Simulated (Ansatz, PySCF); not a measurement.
Species: acetylene, C2H2 (charge 0, singlet). 
Geometry from a B3LYP-D3(BJ)/def2-TZVP (Ansatz, a program for electronic structure) optimisation:
```xyz
4

C      0.0000     0.0000    -0.5984
C      0.0000     0.0000     0.5984
H      0.0000     0.0000     1.6611
H      0.0000     0.0000    -1.6611
```
Charge 0, spin multiplicity 1.

Total electronic energies in hartree. Cores are frozen in the correlated levels unless marked. No spin-orbit coupling. Non-relativistic. Basis-set limits of correlation are two-point, X^-3; Hartree-Fock from the larger set. The bracket is a focal-point correction in the basis named.

```tsv
level	program	energy (Eh)
HF/aug-cc-pVDZ	Ansatz	-76.82868
HF/def2-SVPD	Ansatz	-76.76426
HF/def2-TZVPD	PySCF	-76.85180
BLYP-D4/def2-TZVPD	Ansatz + dftd4	-77.33528
B3LYP/def2-TZVPD	PySCF	-77.36490
PBE0/6-31G*	Ansatz	-77.22112
PBE0-D4/def2-TZVP	Ansatz + dftd4	-77.25703
LC-wPBE-D3(BJ)/def2-TZVPD	Ansatz + dftd3	-77.29591
wB97X-V/def2-TZVPD	Ansatz	-77.33193
B2PLYP/def2-TZVPD	Ansatz	-77.29131
PBE-QIDH/def2-TZVPD	Ansatz	-77.24267
MP2/cc-pwCVTZ	Ansatz	-77.16422
RI-MP2/def2-TZVPP	Ansatz	-77.16008
SCS-MP2/def2-SVPD	Ansatz	-77.02804
SCS-MP2/aug-cc-pVTZ	Ansatz	-77.16380
CCSD(T)/def2-TZVPP	Ansatz	-77.18881
CCSD(T)/aug-cc-pVQZ	Ansatz	-77.21080
CCSD(T)/def2-QZVPP	Ansatz	-77.20938
RI-MP2/CBS(def2-TZVPP,def2-QZVPP)+[CCSD(T)-MP2]/def2-SVP	Ansatz	-77.2256
RI-MP2/CBS(def2-TZVPPD,def2-QZVPPD)+[CCSD(T)-MP2]/def2-SVPD	Ansatz	-77.2256
RI-MP2/CBS(def2-TZVPP,def2-QZVPP)+[CCSD(T)-MP2]/def2-QZVPP	Ansatz	-77.2237
CCSD(T)/CBS(aug-cc-pVTZ,aug-cc-pVQZ)	Ansatz	-77.2214
CCSD(T)/CBS(def2-TZVPPD,def2-QZVPPD)	Ansatz	-77.2215
```

Totals of different functionals don't rank their quality; only differences between species are comparable.
